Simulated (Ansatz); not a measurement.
Results of LDA in Ansatz (PAW) for 1T (CdI2-type) HfS2.

Run with plane-wave cutoff 520 eV, 12×12×6 k mesh (along the axes of the cell as run), perturbation theory, scalar-relativistic PAW data made under PBE.

Cell (measured lattice):

Space group P-3m1 (No. 164); a = b = 3.6350 Å, c = 5.8370 Å, α = β = 90.00°, γ = 120.00°

```csv
atom,site,symmetry,x,y,z
Hf,1a,-3m.,0.0000,0.0000,0.0000
S,2d,3m.,0.3333,0.6667,0.2420
```

Q: Predict the electronic dielectric constant ε∞ (mean over three axes) and static dielectric constant (mean over three axes).

A: 
electronic dielectric constant ε∞ (mean over three axes): 9.08
static dielectric constant (mean over three axes): 32.5

Note: the cell isn't this level's own, so it is under some stress, which shifts stiffness and frequencies.

Spin–orbit coupling is not included.

The result took very roughly 24 core-minutes.

Ansatz is a first-principles code.
